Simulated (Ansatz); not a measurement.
**H3Si–SiH2⁺, singlet in cc-pVDZ: errors against RCCSDT(Q)**

Geometry: that of the H3Si–SiH2, doublet, kept fixed.

```xyz
7

Si   -0.0305    0.0000    1.1383
Si    0.0696    0.0000   -1.1851
H     0.6628   -1.2107    1.6524
H     0.6628    1.2107    1.6524
H    -1.4280    0.0000    1.6551
H    -0.4929   -1.2186   -1.8288
H    -0.4929    1.2186   -1.8288
```

Basis cc-pVDZ; Ansatz 0.2.0. Correlated methods freeze the noble-gas cores, which leaves 12 electrons in 51 orbitals. Prefix R: restricted or restricted open-shell reference.

Full CI isn't at hand for all of this; RCCSDT(Q) serves as the reference, and is uncertain by about the last step of the cluster series.

The UHF ⟨S²⟩ is 0.000. The T1 diagnostic (RCCSD) is 0.0155. The largest doubles amplitude (RCCSD) is 0.037.

From what is known of these methods and the diagnostics, rank them by the size of their error in total energy against RCCSDT(Q) in cc-pVDZ, smallest first (an estimate: the text doesn't fix the numbers).
A. RCCSD(T)
B. RCCSDT
C. RCCSD
D. RHF
E. CISD

B (6 meV), A (40 meV), C (189 meV), E (750 meV), D (6470 meV).

All errors are against RCCSDT(Q) in cc-pVDZ. Within each family the higher level lies nearer, as is usual though not guaranteed.
